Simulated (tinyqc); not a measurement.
CIS and TDHF on RHF in the sto-3g basis, frozen core, for H2O, spin multiplicity 1, step by step. Computed by tinyqc, a small Python program that keeps every step (integrals from PySCF). Settings: charge = 0, multiplicity = 1, basis = sto-3g, method = RHF, frozen orbitals = 1, energy threshold = 1e-10, iteration cap = 56, orthogonalisation = symmetric, start = Wolfsberg-Helmholz matrix, DIIS depth = 6, TDHF = 1. Command: `OMP_NUM_THREADS=1 python tinyqc.py 20578 20579 out.jsonl` (the two numbers bound the seeds that draw the settings). One thread of a shared host (Intel(R) Xeon(R) Processor @ 2.60GHz), about 0.1 s of CPU time with the checks. The early iterations of the SCF are left out here.

## One-electron integrals

Geometry (angstrom):
```
atom,x,y,z
O,0.0000,0.0000,0.0000
H,0.0000,0.7700,0.7150
H,0.0000,-0.8350,0.7750
```

Basis sto-3g: exponents (1/bohr^2) and contraction coefficients of normalised primitives:
```
element,l (shell),exponent,coefficient
O,s (1),130.7093,0.1543
O,s (1),23.8089,0.5353
O,s (1),6.4436,0.4446
O,s (2),5.0332,-0.1000
O,s (2),1.1696,0.3995
O,s (2),0.3804,0.7001
O,p (3),5.0332,0.1559
O,p (3),1.1696,0.6077
O,p (3),0.3804,0.3920
H,s (1),3.4253,0.1543
H,s (1),0.6239,0.5353
H,s (1),0.1689,0.4446
```

Overlap, kinetic and nuclear-attraction integrals over the contracted functions; the nuclear repulsion is the sum of Za Zb / Rab.

nuclear repulsion = 8.074361 hartree

overlap S:
```
,1O 1s,1O 2s,1O 2px,1O 2py,1O 2pz,2H 1s,3H 1s
1O 1s,1.0000,0.2367,0.0000,0.0000,0.0000,0.0432,0.0350
1O 2s,0.2367,1.0000,0.0000,0.0000,0.0000,0.4155,0.3637
1O 2px,0.0000,0.0000,1.0000,0.0000,0.0000,0.0000,0.0000
1O 2py,0.0000,0.0000,0.0000,1.0000,0.0000,0.2633,-0.2386
1O 2pz,0.0000,0.0000,0.0000,0.0000,1.0000,0.2445,0.2215
2H 1s,0.0432,0.4155,0.0000,0.2633,0.2445,1.0000,0.2201
3H 1s,0.0350,0.3637,0.0000,-0.2386,0.2215,0.2201,1.0000
```

kinetic energy T (hartree):
```
,1O 1s,1O 2s,1O 2px,1O 2py,1O 2pz,2H 1s,3H 1s
1O 1s,29.0032,-0.1680,0.0000,0.0000,0.0000,-0.0072,-0.0088
1O 2s,-0.1680,0.8081,0.0000,0.0000,0.0000,0.0883,0.0580
1O 2px,0.0000,0.0000,2.5287,0.0000,0.0000,0.0000,0.0000
1O 2py,0.0000,0.0000,0.0000,2.5287,0.0000,0.1594,-0.1204
1O 2pz,0.0000,0.0000,0.0000,0.0000,2.5287,0.1480,0.1118
2H 1s,-0.0072,0.0883,0.0000,0.1594,0.1480,0.7600,0.0021
3H 1s,-0.0088,0.0580,0.0000,-0.1204,0.1118,0.0021,0.7600
```

nuclear attraction V (hartree):
```
,1O 1s,1O 2s,1O 2px,1O 2py,1O 2pz,2H 1s,3H 1s
1O 1s,-61.5866,-7.4122,0.0000,-0.0014,-0.0162,-1.3874,-1.1214
1O 2s,-7.4122,-10.0146,0.0000,-0.0154,-0.1977,-3.2608,-2.7807
1O 2px,0.0000,0.0000,-9.8803,0.0000,0.0000,0.0000,0.0000
1O 2py,-0.0014,-0.0154,0.0000,-9.9786,-0.0091,-1.8266,1.5947
1O 2pz,-0.0162,-0.1977,0.0000,-0.0091,-9.9650,-1.7570,-1.5386
2H 1s,-1.3874,-3.2608,0.0000,-1.8266,-1.7570,-5.4827,-1.2741
3H 1s,-1.1214,-2.7807,0.0000,1.5947,-1.5386,-1.2741,-5.2053
```

core Hamiltonian H = T + V (hartree):
```
,1O 1s,1O 2s,1O 2px,1O 2py,1O 2pz,2H 1s,3H 1s
1O 1s,-32.5834,-7.5802,0.0000,-0.0014,-0.0162,-1.3947,-1.1302
1O 2s,-7.5802,-9.2064,0.0000,-0.0154,-0.1977,-3.1725,-2.7228
1O 2px,0.0000,0.0000,-7.3516,0.0000,0.0000,0.0000,0.0000
1O 2py,-0.0014,-0.0154,0.0000,-7.4499,-0.0091,-1.6672,1.4743
1O 2pz,-0.0162,-0.1977,0.0000,-0.0091,-7.4363,-1.6090,-1.4268
2H 1s,-1.3947,-3.1725,0.0000,-1.6672,-1.6090,-4.7227,-1.2720
3H 1s,-1.1302,-2.7228,0.0000,1.4743,-1.4268,-1.2720,-4.4453
```

## Two-electron integrals

Functions are numbered as in S; the eight-fold symmetry (ij|kl) = (ji|kl) = (kl|ij) leaves the list below.

Two-electron integrals (ij|kl) in chemists' order, unique and non-zero (hartree):
```
i,j,k,l,(ij|kl)
1,1,1,1,4.7851
2,1,1,1,0.7414
2,1,2,1,0.1369
2,2,1,1,1.1189
2,2,2,1,0.2566
2,2,2,2,0.8172
3,1,3,1,0.0245
3,2,3,1,0.0378
3,2,3,2,0.1805
3,3,1,1,1.1158
3,3,2,1,0.2567
3,3,2,2,0.8170
3,3,3,3,0.8802
4,1,4,1,0.0245
4,2,4,1,0.0378
4,2,4,2,0.1805
4,3,4,3,0.0474
4,4,1,1,1.1158
4,4,2,1,0.2567
4,4,2,2,0.8170
4,4,3,3,0.7853
4,4,4,4,0.8802
5,1,5,1,0.0245
5,2,5,1,0.0378
5,2,5,2,0.1805
5,3,5,3,0.0474
5,4,5,4,0.0474
5,5,1,1,1.1158
5,5,2,1,0.2567
5,5,2,2,0.8170
5,5,3,3,0.7853
5,5,4,4,0.7853
5,5,5,5,0.8802
6,1,1,1,0.1371
6,1,2,1,0.0251
6,1,2,2,0.0468
6,1,3,3,0.0467
6,1,4,1,0.0008
6,1,4,2,0.0016
6,1,4,4,0.0469
6,1,5,1,0.0008
6,1,5,2,0.0015
6,1,5,4,1.40e-04
6,1,5,5,0.0468
6,1,6,1,0.0047
6,2,1,1,0.3424
6,2,2,1,0.0796
6,2,2,2,0.2816
6,2,3,3,0.2767
6,2,4,1,0.0044
6,2,4,2,0.0339
6,2,4,4,0.2844
6,2,5,1,0.0041
6,2,5,2,0.0314
6,2,5,4,0.0071
6,2,5,5,0.2833
6,2,6,1,0.0149
6,2,6,2,0.1214
6,3,3,1,0.0082
6,3,3,2,0.0482
6,3,4,3,0.0070
6,3,5,3,0.0065
6,3,6,3,0.0171
6,4,1,1,0.1835
6,4,2,1,0.0432
6,4,2,2,0.1631
6,4,3,3,0.1558
6,4,4,1,0.0103
6,4,4,2,0.0667
6,4,4,4,0.1740
6,4,5,1,0.0019
6,4,5,2,0.0172
6,4,5,4,0.0104
6,4,5,5,0.1595
6,4,6,1,0.0084
6,4,6,2,0.0854
6,4,6,4,0.0765
6,5,1,1,0.1704
6,5,2,1,0.0401
6,5,2,2,0.1515
6,5,3,3,0.1447
6,5,4,1,0.0019
6,5,4,2,0.0172
6,5,4,4,0.1486
6,5,5,1,0.0100
6,5,5,2,0.0642
6,5,5,4,0.0107
6,5,5,5,0.1610
6,5,6,1,0.0078
6,5,6,2,0.0793
6,5,6,4,0.0552
6,5,6,5,0.0683
6,6,1,1,0.4905
6,6,2,1,0.1158
6,6,2,2,0.4708
6,6,3,3,0.4519
6,6,4,1,0.0081
6,6,4,2,0.0866
6,6,4,4,0.4820
6,6,5,1,0.0075
6,6,5,2,0.0804
6,6,5,4,0.0279
6,6,5,5,0.4778
6,6,6,1,0.0219
6,6,6,2,0.2584
6,6,6,4,0.2076
6,6,6,5,0.1928
6,6,6,6,0.7746
7,1,1,1,0.1109
7,1,2,1,0.0203
7,1,2,2,0.0379
7,1,3,3,0.0378
7,1,4,1,-0.0007
7,1,4,2,-0.0013
7,1,4,4,0.0380
7,1,5,1,0.0006
7,1,5,2,0.0012
7,1,5,4,-1.14e-04
7,1,5,5,0.0379
7,1,6,1,0.0037
7,1,6,2,0.0117
7,1,6,4,0.0061
7,1,6,5,0.0062
7,1,6,6,0.0171
7,1,7,1,0.0031
7,2,1,1,0.2916
7,2,2,1,0.0678
7,2,2,2,0.2418
7,2,3,3,0.2375
7,2,4,1,-0.0037
7,2,4,2,-0.0295
7,2,4,4,0.2443
7,2,5,1,0.0035
7,2,5,2,0.0274
7,2,5,4,-0.0063
7,2,5,5,0.2434
7,2,6,1,0.0123
7,2,6,2,0.0862
7,2,6,4,0.0416
7,2,6,5,0.0551
7,2,6,6,0.1527
7,2,7,1,0.0103
7,2,7,2,0.0914
7,3,3,1,0.0068
7,3,3,2,0.0407
7,3,4,3,-0.0060
7,3,5,3,0.0056
7,3,6,3,0.0116
7,3,7,3,0.0125
7,4,1,1,-0.1608
7,4,2,1,-0.0378
7,4,2,2,-0.1441
7,4,3,3,-0.1377
7,4,4,1,0.0086
7,4,4,2,0.0572
7,4,4,4,-0.1535
7,4,5,1,-0.0017
7,4,5,2,-0.0153
7,4,5,4,0.0091
7,4,5,5,-0.1409
7,4,6,1,-0.0066
7,4,6,2,-0.0433
7,4,6,4,-0.0097
7,4,6,5,-0.0271
7,4,6,6,-0.0686
7,4,7,1,-0.0060
7,4,7,2,-0.0662
7,4,7,4,0.0599
7,5,1,1,0.1492
7,5,2,1,0.0351
7,5,2,2,0.1337
7,5,3,3,0.1278
7,5,4,1,-0.0017
7,5,4,2,-0.0153
7,5,4,4,0.1313
7,5,5,1,0.0084
7,5,5,2,0.0549
7,5,5,4,-0.0093
7,5,5,5,0.1419
7,5,6,1,0.0067
7,5,6,2,0.0562
7,5,6,4,0.0266
7,5,6,5,0.0470
7,5,6,6,0.1091
7,5,7,1,0.0055
7,5,7,2,0.0614
7,5,7,4,-0.0440
7,5,7,5,0.0533
7,6,1,1,0.1245
7,6,2,1,0.0293
7,6,2,2,0.1141
7,6,3,3,0.1111
7,6,4,1,-3.80e-05
7,6,4,2,-4.82e-04
7,6,4,4,0.1131
7,6,5,1,0.0022
7,6,5,2,0.0215
7,6,5,4,-1.40e-04
7,6,5,5,0.1180
7,6,6,1,0.0054
7,6,6,2,0.0502
7,6,6,4,0.0303
7,6,6,5,0.0370
7,6,6,6,0.1145
7,6,7,1,0.0044
7,6,7,2,0.0443
7,6,7,4,-0.0280
7,6,7,5,0.0334
7,6,7,6,0.0269
7,7,1,1,0.4559
7,7,2,1,0.1077
7,7,2,2,0.4423
7,7,3,3,0.4252
7,7,4,1,-0.0072
7,7,4,2,-0.0795
7,7,4,4,0.4525
7,7,5,1,0.0066
7,7,5,2,0.0738
7,7,5,4,-0.0254
7,7,5,5,0.4487
7,7,6,1,0.0196
7,7,6,2,0.1671
7,7,6,4,0.0724
7,7,6,5,0.1168
7,7,6,6,0.3249
7,7,7,1,0.0164
7,7,7,2,0.2182
7,7,7,4,-0.1803
7,7,7,5,0.1674
7,7,7,6,0.1145
7,7,7,7,0.7746
```

## Orthogonalisation

S = U s U^T; symmetric (Loewdin) form X = U s^(-1/2) U^T, so that X^T S X = 1.

eigenvalues of S: 0.4218  0.5273  0.8786  1.0000  1.1101  1.2604  1.8018

X:
```
,1O 1s,1O 2s,1O 2px,1O 2py,1O 2pz,2H 1s,3H 1s
1O 1s,1.0236,-0.1369,0.0000,-0.0011,-0.0082,0.0200,0.0175
1O 2s,-0.1369,1.1597,0.0000,0.0141,0.0804,-0.2460,-0.1976
1O 2px,0.0000,0.0000,1.0000,0.0000,0.0000,0.0000,0.0000
1O 2py,-0.0011,0.0141,0.0000,1.0663,0.0072,-0.1801,0.1580
1O 2pz,-0.0082,0.0804,0.0000,0.0072,1.0469,-0.1417,-0.1185
2H 1s,0.0200,-0.2460,0.0000,-0.1801,-0.1417,1.1552,-0.0794
3H 1s,0.0175,-0.1976,0.0000,0.1580,-0.1185,-0.0794,1.1167
```

## Starting guess

The start is the generalised Wolfsberg-Helmholz matrix (K = 1.75) built on H; D = 2 C_occ C_occ^T.

D at the start:
```
,1O 1s,1O 2s,1O 2px,1O 2py,1O 2pz,2H 1s,3H 1s
1O 1s,2.0689,-0.2865,0.0000,0.0136,0.1073,-0.1420,-0.1188
1O 2s,-0.2865,1.2903,0.0000,-0.0535,-0.3939,0.3746,0.3195
1O 2px,0.0000,0.0000,2.0000,0.0000,0.0000,0.0000,0.0000
1O 2py,0.0136,-0.0535,0.0000,1.5537,-0.0224,0.3278,-0.3380
1O 2pz,0.1073,-0.3939,0.0000,-0.0224,1.8170,0.1409,0.1206
2H 1s,-0.1420,0.3746,0.0000,0.3278,0.1409,0.2277,0.0551
3H 1s,-0.1188,0.3195,0.0000,-0.3380,0.1206,0.0551,0.1743
```

## Iteration 9 (converged): orbitals

converged F (hartree):
```
,1O 1s,1O 2s,1O 2px,1O 2py,1O 2pz,2H 1s,3H 1s
1O 1s,-20.2639,-5.1655,0.0000,-0.0016,-0.0257,-0.9592,-0.7785
1O 2s,-5.1655,-2.4190,0.0000,-0.0161,-0.0838,-0.8742,-0.7534
1O 2px,0.0000,0.0000,-0.3937,0.0000,0.0000,0.0000,0.0000
1O 2py,-0.0016,-0.0161,0.0000,-0.2382,-0.0201,-0.3537,0.3265
1O 2pz,-0.0257,-0.0838,0.0000,-0.0201,-0.2814,-0.3683,-0.3420
2H 1s,-0.9592,-0.8742,0.0000,-0.3537,-0.3683,-0.4748,-0.2955
3H 1s,-0.7785,-0.7534,0.0000,0.3265,-0.3420,-0.2955,-0.3901
```

Diagonalise F' = X^T F X, C = X C', fill 5 alpha and 5 beta electrons from the bottom; D = 2 C_occ C_occ^T. Each column has its largest component positive (the first on a tie).

F' = X^T F X (hartree):
```
,1,2,3,4,5,6,7
1,-19.8894,-2.6840,0.0000,-0.0027,-0.0554,-0.1241,-0.0799
2,-2.6840,-1.3199,0.0000,0.0103,0.1079,-0.4401,-0.3666
3,0.0000,0.0000,-0.3937,0.0000,0.0000,0.0000,0.0000
4,-0.0027,0.0103,0.0000,-0.0333,-0.0034,-0.4042,0.3747
5,-0.0554,0.1079,0.0000,-0.0034,-0.1327,-0.3393,-0.3045
6,-0.1241,-0.4401,0.0000,-0.4042,-0.3393,-0.0122,-0.0883
7,-0.0799,-0.3666,0.0000,0.3747,-0.3045,-0.0883,-0.0291
```

orbital energies (hartree): MO1 -20.2722, MO2 -1.2207, MO3 -0.5366, MO4 -0.4567, MO5 -0.3937, MO6 0.4822, MO7 0.5874

coefficients C:
```
,MO1,MO2,MO3,MO4,MO5,MO6,MO7
1O 1s,0.9944,-0.2383,0.0213,0.0966,0.0000,0.0975,0.0483
1O 2s,0.0241,0.8811,-0.1116,-0.4921,0.0000,-0.5842,-0.3116
1O 2px,0.0000,0.0000,0.0000,0.0000,1.0000,0.0000,0.0000
1O 2py,0.0004,0.0165,0.6206,-0.0856,0.0000,0.3424,-0.8274
1O 2pz,0.0034,0.0940,0.1023,0.7122,0.0000,-0.7134,-0.3183
2H 1s,-0.0050,0.1580,0.4841,0.2668,0.0000,0.3669,0.9945
3H 1s,-0.0041,0.1296,-0.4137,0.4024,0.0000,0.9044,-0.4047
```

D after iteration 9:
```
,1O 1s,1O 2s,1O 2px,1O 2py,1O 2pz,2H 1s,3H 1s
1O 1s,2.1110,-0.4718,0.0000,0.0029,0.1039,-0.0131,-0.0099
1O 2s,-0.4718,2.0631,0.0000,-0.0252,-0.5580,-0.0924,-0.0755
1O 2px,0.0000,0.0000,2.0000,0.0000,0.0000,0.0000,0.0000
1O 2py,0.0029,-0.0252,0.0000,0.7856,0.0082,0.5604,-0.5781
1O 2pz,0.1039,-0.5580,0.0000,0.0082,1.0531,0.5088,0.5128
2H 1s,-0.0131,-0.0924,0.0000,0.5604,0.5088,0.6610,-0.1448
3H 1s,-0.0099,-0.0755,0.0000,-0.5781,0.5128,-0.1448,0.6998
```

## Convergence

Stop when the energy changes by less than 1e-10 hartree and every element of the error matrix X^T (F D S - S D F) X is below 3e-06.

Course of the cycle:
```
iteration,E (hartree),change,largest element of the error matrix
1,-74.482372,-,4.85e-01
2,-74.923372,-4.41e-01,1.31e-01
3,-74.940609,-1.72e-02,3.55e-02
4,-74.942331,-1.72e-03,6.78e-03
5,-74.942423,-9.24e-05,2.11e-03
6,-74.942437,-1.39e-05,3.62e-05
7,-74.942437,-3.09e-09,1.09e-05
8,-74.942437,-2.04e-10,7.36e-07
9,-74.942437,-1.29e-12,8.98e-08
```

PySCF RHF in the same basis = -74.942437 hartree

Converged in 9 iterations.

## Populations, bond orders and dipole

Mulliken: Z minus the diagonal of D S on the atom; Loewdin: the same with S^(1/2) D S^(1/2); Mayer order: 2 sum_s sum (D(s) S)_ij (D(s) S)_ji over the two atoms.

Charges (e):
```
atom,Mulliken,Loewdin
1O,-0.2461,-0.1787
2H,0.1378,0.0983
3H,0.1083,0.0804
```

Mayer bond orders:
```
pair,order
2-1,0.9783
3-1,0.9856
3-2,0.0027
```

dipole moment about the origin, x y z (debye): 0.0000  0.0690  1.5865

## Integrals over molecular orbitals

(pq|rs) = sum C_ip C_jq C_kr C_ls (ij|kl), one index at a time.

one-electron integrals over orbitals h = C^T H C (hartree):
```
,1,2,3,4,5,6,7
1,-32.5668,0.5655,-0.0489,-0.2178,0.0000,-0.2225,-0.1098
2,0.5655,-7.5748,0.0808,0.5259,0.0000,1.0935,0.5490
3,-0.0489,0.0808,-6.1085,-0.1525,0.0000,-0.5688,1.6189
4,-0.2178,0.5259,-0.1525,-6.5352,0.0000,1.3271,0.2603
5,0.0000,0.0000,0.0000,0.0000,-7.3516,0.0000,0.0000
6,-0.2225,1.0935,-0.5688,1.3271,0.0000,-5.3983,0.0195
7,-0.1098,0.5490,1.6189,0.2603,0.0000,0.0195,-5.4504
```

Two-electron integrals over orbitals (pq|rs), unique and non-zero (hartree); the lowest 1 orbital is frozen and left out:
```
p,q,r,s,(pq|rs)
2,2,2,2,0.7259
3,2,2,2,0.0055
3,2,3,2,0.1322
3,3,2,2,0.6267
3,3,3,2,2.72e-04
3,3,3,3,0.6072
4,2,2,2,-0.0218
4,2,3,2,0.0036
4,2,3,3,-3.18e-04
4,2,4,2,0.1274
4,3,2,2,0.0136
4,3,3,2,0.0212
4,3,3,3,0.0133
4,3,4,2,-0.0199
4,3,4,3,0.0567
4,4,2,2,0.6516
4,4,3,2,-0.0211
4,4,3,3,0.5709
4,4,4,2,-0.0865
4,4,4,3,0.0099
4,4,4,4,0.6908
5,2,5,2,0.1492
5,3,5,2,-0.0100
5,3,5,3,0.0284
5,4,5,2,-0.0455
5,4,5,3,0.0051
5,4,5,4,0.0484
5,5,2,2,0.7531
5,5,3,2,-0.0135
5,5,3,3,0.6145
5,5,4,2,-0.0815
5,5,4,3,0.0205
5,5,4,4,0.6820
5,5,5,5,0.8802
6,2,2,2,-0.1192
6,2,3,2,0.0200
6,2,3,3,-0.0690
6,2,4,2,-0.0329
6,2,4,3,-0.0102
6,2,4,4,-0.0490
6,2,5,5,-0.1266
6,2,6,2,0.0906
6,3,2,2,0.0549
6,3,3,2,0.0190
6,3,3,3,0.0402
6,3,4,2,-0.0259
6,3,4,3,0.0329
6,3,4,4,0.0295
6,3,5,5,0.0663
6,3,6,2,-0.0300
6,3,6,3,0.0707
6,4,2,2,-0.1267
6,4,3,2,-0.0227
6,4,3,3,-0.0566
6,4,4,2,0.0603
6,4,4,3,-0.0256
6,4,4,4,-0.1237
6,4,5,5,-0.1513
6,4,6,2,0.0479
6,4,6,3,-0.0560
6,4,6,4,0.1153
6,5,5,2,-0.0452
6,5,5,3,0.0100
6,5,5,4,-0.0066
6,5,6,5,0.0330
6,6,2,2,0.5989
6,6,3,2,-0.0529
6,6,3,3,0.5527
6,6,4,2,0.0415
6,6,4,3,-0.0408
6,6,4,4,0.5659
6,6,5,5,0.5879
6,6,6,2,-0.0828
6,6,6,3,-0.0184
6,6,6,4,-0.0299
6,6,6,6,0.6346
7,2,2,2,-0.0604
7,2,3,2,-0.0457
7,2,3,3,-0.0200
7,2,4,2,-0.0006
7,2,4,3,0.0298
7,2,4,4,-0.0375
7,2,5,5,-0.0638
7,2,6,2,0.0130
7,2,6,3,0.0176
7,2,6,4,0.0271
7,2,6,6,-0.0434
7,2,7,2,0.0729
7,3,2,2,-0.1442
7,3,3,2,0.0351
7,3,3,3,-0.0833
7,3,4,2,0.0755
7,3,4,3,0.0006
7,3,4,4,-0.1304
7,3,5,5,-0.1860
7,3,6,2,0.0531
7,3,6,3,-0.0229
7,3,6,4,0.0842
7,3,6,6,-0.0681
7,3,7,2,0.0387
7,3,7,3,0.1566
7,4,2,2,-0.0201
7,4,3,2,0.0683
7,4,3,3,-0.0096
7,4,4,2,0.0015
7,4,4,3,0.0066
7,4,4,4,-0.0332
7,4,5,5,-0.0288
7,4,6,2,0.0200
7,4,6,3,0.0319
7,4,6,4,-0.0077
7,4,6,6,-0.0505
7,4,7,2,-0.0075
7,4,7,3,0.0420
7,4,7,4,0.0631
7,5,5,2,-0.0225
7,5,5,3,-0.0210
7,5,5,4,0.0018
7,5,6,5,0.0043
7,5,7,5,0.0260
7,6,2,2,0.0075
7,6,3,2,0.0592
7,6,3,3,-0.0010
7,6,4,2,0.0153
7,6,4,3,0.0404
7,6,4,4,-0.0185
7,6,5,5,-0.0017
7,6,6,2,-0.0141
7,6,6,3,0.0303
7,6,6,4,-0.0250
7,6,6,6,-0.0424
7,6,7,2,0.0018
7,6,7,3,0.0323
7,6,7,4,0.0331
7,6,7,6,0.0620
7,7,2,2,0.6119
7,7,3,2,0.0627
7,7,3,3,0.5907
7,7,4,2,-0.0109
7,7,4,3,0.0440
7,7,4,4,0.5584
7,7,5,5,0.6027
7,7,6,2,-0.0589
7,7,6,3,0.0650
7,7,6,4,-0.0734
7,7,6,6,0.5084
7,7,7,2,-0.0240
7,7,7,3,-0.0518
7,7,7,4,0.0323
7,7,7,6,0.0473
7,7,7,7,0.6434
```

## CIS matrix, singlets

A(ia,jb) = (e_a - e_i) d_ij d_ab + 2 (ia|jb) - (ij|ab).

CIS matrix A, singlet (hartree):
```
,2>6,2>7,3>6,3>7,4>6,4>7,5>6,5>7
2>6,1.2852,0.0186,-0.0071,0.0469,0.0542,0.0247,0.0000,0.0000
2>7,0.0186,1.3421,-0.0240,0.0148,0.0389,-0.0041,0.0000,0.0000
3>6,-0.0071,-0.0240,0.6075,-0.0447,-0.0712,0.0233,0.0000,0.0000
3>7,0.0469,0.0148,-0.0447,0.8465,0.1280,0.0400,0.0000,0.0000
4>6,0.0542,0.0389,-0.0712,0.1280,0.6037,0.0031,0.0000,0.0000
4>7,0.0247,-0.0041,0.0233,0.0400,0.0031,0.6119,0.0000,0.0000
5>6,0.0000,0.0000,0.0000,0.0000,0.0000,0.0000,0.3539,0.0102
5>7,0.0000,0.0000,0.0000,0.0000,0.0000,0.0000,0.0102,0.4304
```

## CIS singlet states

dipole integrals <i|r|a> (bohr):
```
,x,y,z
2>6,0.0000,0.0068,0.0576
2>7,0.0000,0.0766,0.0559
3>6,0.0000,0.7075,-0.2359
3>7,0.0000,0.3813,0.7183
4>6,0.0000,-0.4287,0.6786
4>7,0.0000,0.6582,0.1483
5>6,-0.0591,0.0000,0.0000
5>7,-0.0264,0.0000,0.0000
```

Diagonalise A (1 hartree = 27.211386 eV); each vector has its largest component positive (the first on a tie). The transition dipole is mu = sqrt2 sum c_ia <i|r|a>.

singlet excitation energies (eV): 9.5944  11.7485  14.0722  15.7884  17.6413  24.6681  35.0524  36.9104

lowest vectors:
```
,state 1,state 2,state 3,state 4,state 5,state 6
2>6,0.0000,0.0000,-0.0362,-0.0308,-0.0077,-0.1700
2>7,0.0000,0.0000,-0.0181,-0.0183,0.0401,-0.0669
3>6,0.0000,0.0000,0.5316,-0.4886,0.6590,-0.2052
3>7,0.0000,0.0000,-0.2313,-0.3219,0.2292,0.8778
4>6,0.0000,0.0000,0.8122,0.2740,-0.3257,0.3811
4>7,0.0000,0.0000,-0.0507,0.7624,0.6368,0.0936
5>6,0.9915,0.1300,0.0000,0.0000,0.0000,0.0000
5>7,-0.1300,0.9915,0.0000,0.0000,0.0000,0.0000
```

oscillator strengths 2/3 w |mu|^2: 0.0014  0.0007  0.0490  0.0308  1.0870  1.0713

## TDHF (RPA) singlet states

B(ia,jb) = 2 (ia|jb) - (ib|ja); the squared energies are the eigenvalues of (A - B)(A + B); 1 hartree = 27.211386 eV.

TDHF matrix B, singlet (hartree):
```
,2>6,2>7,3>6,3>7,4>6,4>7,5>6,5>7
2>6,0.0906,0.0130,-0.0300,0.0885,0.0479,0.0129,0.0000,0.0000
2>7,0.0130,0.0729,-0.0178,0.0387,0.0342,-0.0075,0.0000,0.0000
3>6,-0.0300,-0.0178,0.0707,-0.0229,-0.0560,-0.0204,0.0000,0.0000
3>7,0.0885,0.0387,-0.0229,0.1566,0.1365,0.0420,0.0000,0.0000
4>6,0.0479,0.0342,-0.0560,0.1365,0.1153,-0.0077,0.0000,0.0000
4>7,0.0129,-0.0075,-0.0204,0.0420,-0.0077,0.0631,0.0000,0.0000
5>6,0.0000,0.0000,0.0000,0.0000,0.0000,0.0000,0.0330,0.0043
5>7,0.0000,0.0000,0.0000,0.0000,0.0000,0.0000,0.0043,0.0260
```

squared energies w^2 (hartree^2): 0.1233  0.1856  0.2631  0.3309  0.4142  0.7485  1.6359  1.8146

TDHF energies from the positive w^2 (eV): 9.5544  11.7242  13.9565  15.6535  17.5122  23.5426  34.8041  36.6561

## CIS matrix, triplets

A(ia,jb) = (e_a - e_i) d_ij d_ab - (ij|ab).

CIS matrix A, triplet (hartree):
```
,2>6,2>7,3>6,3>7,4>6,4>7,5>6,5>7
2>6,1.1040,-0.0075,0.0529,-0.0592,-0.0415,-0.0153,0.0000,0.0000
2>7,-0.0075,1.1963,-0.0592,-0.0627,-0.0153,0.0109,0.0000,0.0000
3>6,0.0529,-0.0592,0.4661,0.0010,0.0408,-0.0404,0.0000,0.0000
3>7,-0.0592,-0.0627,0.0010,0.5333,-0.0404,-0.0440,0.0000,0.0000
4>6,-0.0415,-0.0153,0.0408,-0.0404,0.3730,0.0185,0.0000,0.0000
4>7,-0.0153,0.0109,-0.0404,-0.0440,0.0185,0.4857,0.0000,0.0000
5>6,0.0000,0.0000,0.0000,0.0000,0.0000,0.0000,0.2879,0.0017
5>7,0.0000,0.0000,0.0000,0.0000,0.0000,0.0000,0.0017,0.3783
```

## CIS triplet states

Diagonalise A (1 hartree = 27.211386 eV); each vector has its largest component positive (the first on a tie).

triplet excitation energies (eV): 7.8343  9.2636  10.2957  11.7270  13.5816  15.3508  30.3655  32.8694

lowest vectors:
```
,state 1,state 2,state 3,state 4,state 5,state 6
2>6,0.0000,0.0855,0.0000,0.0272,-0.0898,0.0450
2>7,0.0000,0.0062,0.0000,0.0740,0.0435,0.0941
3>6,0.0000,-0.3735,0.0000,0.5448,0.7335,0.1137
3>7,0.0000,0.1822,0.0000,0.4399,-0.3568,0.7924
4>6,0.0000,0.8924,0.0000,0.2496,0.3053,-0.2139
4>7,0.0000,-0.1538,0.0000,0.6642,-0.4812,-0.5500
5>6,0.9998,0.0000,0.0188,0.0000,0.0000,0.0000
5>7,-0.0188,0.0000,0.9998,0.0000,0.0000,0.0000
```

## TDHF (RPA) triplet states

B(ia,jb) = - (ib|ja); the squared energies are the eigenvalues of (A - B)(A + B); 1 hartree = 27.211386 eV.

TDHF matrix B, triplet (hartree):
```
,2>6,2>7,3>6,3>7,4>6,4>7,5>6,5>7
2>6,-0.0906,-0.0130,0.0300,-0.0176,-0.0479,-0.0271,0.0000,0.0000
2>7,-0.0130,-0.0729,-0.0531,-0.0387,-0.0200,0.0075,0.0000,0.0000
3>6,0.0300,-0.0531,-0.0707,0.0229,0.0560,-0.0842,0.0000,0.0000
3>7,-0.0176,-0.0387,0.0229,-0.1566,-0.0319,-0.0420,0.0000,0.0000
4>6,-0.0479,-0.0200,0.0560,-0.0319,-0.1153,0.0077,0.0000,0.0000
4>7,-0.0271,0.0075,-0.0842,-0.0420,0.0077,-0.0631,0.0000,0.0000
5>6,0.0000,0.0000,0.0000,0.0000,0.0000,0.0000,-0.0330,-0.0043
5>7,0.0000,0.0000,0.0000,0.0000,0.0000,0.0000,-0.0043,-0.0260
```

squared energies w^2 (hartree^2): 0.0798  0.0818  0.1424  0.1568  0.2407  0.3069  1.2344  1.4489

TDHF energies from the positive w^2 (eV): 7.6863  7.7823  10.2702  10.7756  13.3508  15.0751  30.2327  32.7539
